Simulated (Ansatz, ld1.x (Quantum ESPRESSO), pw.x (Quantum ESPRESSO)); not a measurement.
**From atom to crystal: RRKJ potential for lithium (Li)**

ld1.x (Quantum ESPRESSO) 7.5 input, shortened:

```
&input
   title='Li', zed=3., rel=1, dft='PBE', iswitch=3,
   config='[He] 2s1 2p0 3d-2'
 /
 &inputp
   pseudotype=2, tm=.false., rho0=0.02, lloc=0,
   nlcc=.false.
 /
3
2P  2  1   0.00   0.00  4.52  4.52  0.0
3D  3  2  -2.00   0.25  3.88  3.88  0.0
2S  1  0   1.00   0.00  3.76  3.76  0.0
 &test
   configts(1)='2s1 2p0'
 /
```

Atomic tests: cutoffs needed: 6 Ry and 6 Ry (the cutoffs (Ry, on a coarse ladder) from which the occupation-weighted sum of valence levels, in a spherical-Bessel basis at the reference potential, stays within 10 and 1 mRy of its value at 400 Ry); ghost test: no extra level below or beside the all-electron valence levels (p, d, s, f tested) (spherical-Bessel basis up to 400 Ry, 20 bohr box); largest excitation error: +4.1 meV (all-electron minus pseudo) for 2s0.5 2p0, out of 2 test configurations.

Crystal test: bcc Li in pw.x 7.5, no spin, 13³ k-points, Fermi–Dirac smearing 0.01 Ry, cutoffs 35/140 Ry. The reference is all-electron LAPW (Ansatz 0.2.0) with the same functional, mesh and smearing; V0 and B0 come from Birch–Murnaghan fits to the pressures at five volumes. Errors are pseudo minus all-electron; Δ is the rms difference of the E(V) curves that follow from these fits, minima aligned, over ±6 % about the mean V0. Mesh and smearing are coarse, so the numbers serve the comparison and aren't converged zero-temperature values; the lattice is a test structure that the element need not adopt.

```tsv
V (Å³/atom)	P all-electron (GPa)	P pseudo (GPa)
19.352	0.71	-1.23
19.862	0.30	-1.47
20.371	-0.05	-1.69
20.880	-0.38	-1.88
21.390	-0.67	-2.05
```

All-electron: a0 = 3.436 Å (V0 = 20.29 Å³/atom), B0 = 13.8 GPa.

Pseudopotential: mean pressure error (GPa): -1.65. The pressure does not cross zero within the volumes sampled, so no fit is given. The largest radius (4.52 bohr) exceeds half the bond length (2.82 bohr), so the spheres overlap, which is one possible source of error among others. This is a poor potential for the solid. The atomic tests give no hint of an error of this size, and its cause was not traced.

Problem. At the middle volume, how do free energy and pressure move when the wave cutoff is lowered (ecutrho kept at four times it)?

Solution.

| cutoff (Ry) | shift of F (meV/atom) | shift of P (GPa) |
| --- | --- | --- |
| 16 | +0.1 | -0.00 |
| 21 | +0.0 | +0.00 |
| 28 | +0.0 | +0.00 |

The run at the middle volume (84 k-points, 6 iterations) took about 2.7 s on one core of a shared host (Neoverse-V2, 96 threads, 742 GiB, load 37).
